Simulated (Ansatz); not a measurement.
## Ansatz (development build ahead of 0.2.0) run

```yaml
crystal:
  periodic: [false, false, false]
  atoms:
    - { symbol: C, position_ang: [-0.00911, 0.03515, -0.69717] }
    - { symbol: "N", position_ang: [0.00849, 0.0677, 0.74651] }
    - { symbol: H, position_ang: [0.00783, -0.97948, -1.154] }
    - { symbol: H, position_ang: [-0.8892, 0.57027, -1.07797] }
    - { symbol: H, position_ang: [0.87394, 0.5692, -1.08831] }
    - { symbol: H, position_ang: [-0.81601, -0.42722, 1.1234] }
    - { symbol: H, position_ang: [0.81296, -0.41937, 1.13056] }
basis:
  gaussian: { orbitals: def2-TZVP }
hamiltonian:
  xc: hf
```

The input is written out in the form of the current development build from the run's settings.

Output:

- Converged: yes
- Total energy: -95.25264 hartree
- Spin squared of the determinant: 0.000
